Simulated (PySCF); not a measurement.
**A rate constant, worked out**

An elementary step of SiH$_{4}$O, singlet (SiH₂ + H₂O → SiH₄O ([OH][SiH3]); H–O broken or loosened, Si–H, Si–O formed or tightened). The start structure is the complex of the reactants, bound by 0.71 eV, and the electronic barrier above it is 1.007 eV by CCSD(T) at an estimated basis limit (MP2 extrapolated from triple and quadruple zeta, plus CCSD(T) − MP2 in triple zeta). PySCF 2.14 with density fitting (its default auxiliary sets; JK sets also for MP2 and CCSD(T)); basis: def2-TZVPP and def2-QZVPP; cores frozen in the correlated methods. Extrapolation: Hartree–Fock as exp(−7.88 √X), correlation as X^−2.97. Harmonic wavenumbers (analytic Hessian with the translational sum rule) at PBE0-D4/def2-TZVP (PySCF 2.14 with density fitting (its default auxiliary sets; JK sets also for MP2 and CCSD(T))), in cm⁻¹:

Start: 164, 331, 450, 543, 726, 830, 995, 1614, 1990, 2041, 3809, 3912.

Saddle: 1526i, 360, 529, 591, 747, 838, 982, 1096, 1917, 2144, 2166, 3807.

**Question.** Work out the transition-state-theory rate constant at 600 K from these numbers alone (harmonic vibrations; rotation, path degeneracy and anharmonicity left out), and the Wigner tunnelling factor. Use 1 cm⁻¹ = 1.2398 × 10⁻⁴ eV and k_B = 8.617 × 10⁻⁵ eV/K.

**Answer.** Zero-point energies, half the sums: start 17405/2 cm⁻¹ = 1.0790 eV; saddle, real modes only, 15177/2 cm⁻¹ = 0.9409 eV.
Barrier with zero-point energy: 1.007 + 0.9409 − 1.0790 = 0.8689 eV.
k_BT = 0.05170 eV, so the barrier is 16.81 k_BT.
Vibrational partition functions from the zero-point level, ln q = −Σ ln(1 − exp(−hν/k_BT)): start 2.932, saddle 1.678.
k = (k_BT/h) exp(ln q‡ − ln q) exp(−E0/k_BT), with log₁₀(k_BT/h in s⁻¹) = 13.10: log₁₀ k = 13.10 + (-1.254 − 16.81)/2.3026 = 5.25, so k ≈ 2 × 10^(5) s⁻¹.
Wigner factor: 1 + (hν‡/k_BT)²/24 = 1 + (3.66)²/24 = 1.56. A change of 1 kcal/mol (0.043 eV) in the barrier would change k by a factor of 2.3 at this temperature.

No T1 diagnostic of these runs exceeds 0.016. The restricted Hartree–Fock reference is unstable towards an unrestricted one at one or more of these structures.

Losses and insertions of silylenes and their heavier kin drive the gas-phase chemistry of silicon and germanium vapour deposition.

Labels in which every atom is bracketed show which atoms are joined, not bond orders.

For scale, one of the runs: CCSD(T)/def2-TZVPP, 129 basis functions, launched by `OMP_NUM_THREADS=4 python run.py`. Hardware: 4 CPU threads of a Oxide Virtual Turin-like, shared host. Wall time about 31 s.
